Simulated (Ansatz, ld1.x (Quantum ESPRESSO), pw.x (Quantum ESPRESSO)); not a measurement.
## pw.x on fcc Mg: one setting changed

Potential: ultrasoft, ld1.x (Quantum ESPRESSO) 7.5, LDA (PW92); core [Ne], reference 3s1.5 3p0; waves: 3s (bound): rcut 1.70, rcutus 2.10 bohr; 3s channel at -0.05 Ry: rcut 1.70, rcutus 2.10 bohr; 3p (bound, empty): rcut 2.30, rcutus 3.00 bohr; 3p channel at -0.11 Ry: rcut 2.30, rcutus 3.00 bohr; local part: all-electron potential smoothed inside 1.60 bohr (lloc = -1); core correction: none; augmentation: built from norm-conserving waves at rcut, not smoothed further.

The reference run (k-mesh 13³, cutoffs 40/600 Ry, Fermi–Dirac 0.01 Ry, mixing_beta 0.4, conv_thr 1e-9, no spin) gives -0.62 GPa at 21.873 Å³/atom, where all-electron LAPW gives -0.08 GPa. This run, with its own iteration cap, changes mixing_beta to 1.8, a wrong or extreme entry chosen on purpose.

```
&control
  calculation='scf', prefix='x', pseudo_dir='./', outdir='./tmp', tstress=.true., disk_io='none'
/
&system
  ibrav=0, nat=1, ntyp=1, ecutwfc=40, ecutrho=600, nbnd=8,
  occupations='smearing', smearing='fd', degauss=0.01
/
&electrons
  conv_thr=1e-09, mixing_beta=1.8, electron_maxstep=70
/
ATOMIC_SPECIES
Mg 1.0 Mg.UPF
CELL_PARAMETERS angstrom
  0.00000000 2.21969235 2.21969235
  2.21969235 0.00000000 2.21969235
  2.21969235 2.21969235 0.00000000
ATOMIC_POSITIONS crystal
Mg 0.0000 0.0000 0.0000
K_POINTS automatic
13 13 13 0 0 0
```

```bash
pw.x < Mg.scf.in > Mg.scf.out
```

Problem. How does the run end?

Solution. It converges in 6 iterations; the free energy moves by +0.0 meV/atom and the pressure by +0.00 GPa. The result is that of the reference run.

```
Message from routine setup:
     using ibrav=0 with symmetry is DISCOURAGED, use correct ibrav instead
     lattice parameter (alat)  =       5.9321  a.u.
     unit-cell volume          =     147.6063 (a.u.)^3
     number of electrons       =         2.00
     number of Kohn-Sham states=            8
     kinetic-energy cutoff     =      40.0000  Ry
     charge density cutoff     =     600.0000  Ry
     scf convergence threshold =      1.0E-09
     Exchange-correlation= PW
     number of k points=    84  Fermi-Dirac smearing, width (Ry)=  0.0100
     iteration #  1     ecut=    40.00 Ry     beta= 1.80
     total energy              =      -1.80217616 Ry
     estimated scf accuracy    <       0.00497945 Ry
     iteration #  2     ecut=    40.00 Ry     beta= 1.80
     total energy              =      -1.80286977 Ry
     estimated scf accuracy    <       0.00308880 Ry
     iteration #  3     ecut=    40.00 Ry     beta= 1.80
     total energy              =      -1.80289247 Ry
     estimated scf accuracy    <       0.00000201 Ry
     iteration #  4     ecut=    40.00 Ry     beta= 1.80
     total energy              =      -1.80289301 Ry
     estimated scf accuracy    <       0.00000005 Ry
     iteration #  5     ecut=    40.00 Ry     beta= 1.80
     total energy              =      -1.80289302 Ry
     estimated scf accuracy    <          2.8E-09 Ry
     iteration #  6     ecut=    40.00 Ry     beta= 1.80
     the Fermi energy is     3.6617 ev
!    total energy              =      -1.80289303 Ry
     estimated scf accuracy    <          3.6E-12 Ry
     smearing contrib. (-TS)   =      -0.00195294 Ry
     The total energy is F=E-TS. E is the sum of the following terms:
     one-electron contribution =       1.24899458 Ry
     hartree contribution      =       0.00342404 Ry
     xc contribution           =      -0.86728591 Ry
     ewald contribution        =      -2.18607279 Ry
     convergence has been achieved in   6 iterations
          total   stress  (Ry/bohr**3)                   (kbar)     P=       -6.18
     Message from routine punch:
     Nothing written, as per user request (disk_io='none')
```

The run took about 5 s on one core of a shared host (Neoverse-V1, 32 threads, 247 GiB, load 28).
